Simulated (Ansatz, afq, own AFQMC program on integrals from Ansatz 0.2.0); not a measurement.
**BNH, quartet: AFQMC among the cluster methods**

```xyz
3

B     0.0000   -0.2060    0.8595
N     0.0000    0.0972   -0.7840
H     0.0000    0.8582    1.6752
```

Connectivity, by distances: BH–N.

Basis cc-pVDZ. Noble-gas cores (and the filled d shells of Ga–Kr and In–Xe) are frozen. Integrals, coupled cluster, full CI and functionals: Ansatz 0.2.0; the random walks run on the same integrals in our own AFQMC program. The CISD trial takes its coefficients from CCSD amplitudes. Released means that phaseless walkers are propagated on without the constraint, phases kept. Free AFQMC starts from the CCSD state and is never constrained. Its projection time is finite, and what remains of the start isn't in its error. Uncertainties: one standard error, sampling alone.

Determinant: UHF, the one that the program's search chose, which needn't be the lowest solution. The geometry is a point of a scan.

No full CI on the walks' own integrals is used here; CCSDT(Q) serves as the reference and is uncertain by about the last step of the cluster series.

Cautions: lower spins were not checked.

```
T1 diagnostic                               : 0.0231
weight of the determinant in the CISD state : 0.908
⟨S²⟩ of the determinant                     : 3.767
size of the correlated space                : 9 electrons in 31 orbitals
```

Reference: CCSDT(Q), correlation energy -5.214 eV. The released energy is read at 1.62 1/Eh, later times being too noisy (meV from the phaseless value at times in 1/Eh: 3 ± 9 at 0.24, -13 ± 8 at 0.51, -26 ± 11 at 0.99, -26 ± 12 at 1.62, -7 ± 17 at 2.40).

```
         level  E − E(reference) (kJ/mol)  share of correlation (%)
            HF                      503.1                      0.00
           MP2                      103.1                     79.51
          CCSD                       15.7                     96.89
       CCSD(T)                        3.8                     99.24
         CCSDT                        0.8                     99.84
   ph-AFQMC/HF                  3.9 ± 3.6                     99.23
 ph-AFQMC/CISD                  2.8 ± 0.6                     99.44
released AFQMC                  0.3 ± 1.1                     99.94
    free AFQMC                  0.2 ± 2.2                     99.95
```

Free projections are given only where their last times agree within the noise and don't stop above the reference; a slow remainder of the start can still hide under it. A walk keeps the symmetry of its determinant, which the program's search chose and which needn't be the lowest solution, so a lower state of the same spin and another symmetry isn't excluded. Released energies are given only where the last usable release times agree within the noise; a slower fall can still hide under it.
